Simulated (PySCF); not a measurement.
# Working with the constants of Na₂⁻

ROHF-CCSD(T) constants of Na₂⁻, ²Σu⁺ (doublet), unpaired electrons σ ↑ (Na def2-SVPD; no relativity (PySCF 2.14); masses 22.9898 and 22.9898 u):

* ωe: 102.6 cm⁻¹
* ωexe: 0.604 cm⁻¹
* Be: 0.11057 cm⁻¹
* αe: 0.000943 cm⁻¹
* D (centrifugal): 5.13e-07 cm⁻¹
* De to Na + Na⁻: 0.71 eV

(1) Give the vibrational terms G(v) and spacings up to v = 6.

(2) How well does the Morse estimate ωe²/(4ωexe) reproduce De, and what is D0?

Correlated steps freeze 2 core orbitals. Correlated levels converge slowly with the basis: in double zeta they bind strong bonds too weakly, by up to about 1 eV, and carry superposition errors of some tenths. The state is the lowest determinant that a PBE0 search found; another state may lie lower at other levels.

Answers

(1) G(v) = ωe(v+½) − ωexe(v+½)².

```json
{"v": "0", "G(v) (cm⁻¹)": "51.1", "G(v) − G(v−1)": "", "Bv (cm⁻¹)": "0.1101"}
{"v": "1", "G(v) (cm⁻¹)": "152.5", "G(v) − G(v−1)": "101.4", "Bv (cm⁻¹)": "0.1092"}
{"v": "2", "G(v) (cm⁻¹)": "252.7", "G(v) − G(v−1)": "100.2", "Bv (cm⁻¹)": "0.1082"}
{"v": "3", "G(v) (cm⁻¹)": "351.7", "G(v) − G(v−1)": "99.0", "Bv (cm⁻¹)": "0.1073"}
{"v": "4", "G(v) (cm⁻¹)": "449.5", "G(v) − G(v−1)": "97.8", "Bv (cm⁻¹)": "0.1063"}
{"v": "5", "G(v) (cm⁻¹)": "546.0", "G(v) − G(v−1)": "96.6", "Bv (cm⁻¹)": "0.1054"}
{"v": "6", "G(v) (cm⁻¹)": "641.4", "G(v) − G(v−1)": "95.4", "Bv (cm⁻¹)": "0.1044"}
```

(2) It gives 0.54 eV, 76 % of the computed De. D0 = De − G(0) = 0.71 − 0.01 = 0.70 eV.
